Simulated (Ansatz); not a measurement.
Cartesian coordinates in Å:
```
N 0.383 0.172 -0.849
Mg -0.374 -0.169 0.831
Cl -1.256 -0.566 2.788
H 1.009 0.929 -1.080
H 0.239 -0.366 -1.690
```

Charge 0, multiplicity 1.

List the PBE/def2-TZVPP orbital energies in eV (Ansatz 0.2.0). (An estimate is asked.)

Ansatz gave: Occupied: -2737.92, -1258.40, -379.16, -248.49, -189.12, -189.05, -189.05, -80.25, -47.45, -47.40, -47.20, -19.65, -19.05, -10.94, -8.79, -8.03, -7.24, -7.23, -5.31. Lowest empty: -1.95, -0.53, -0.12, 0.89, 2.21, 2.36, 2.42, 2.47.
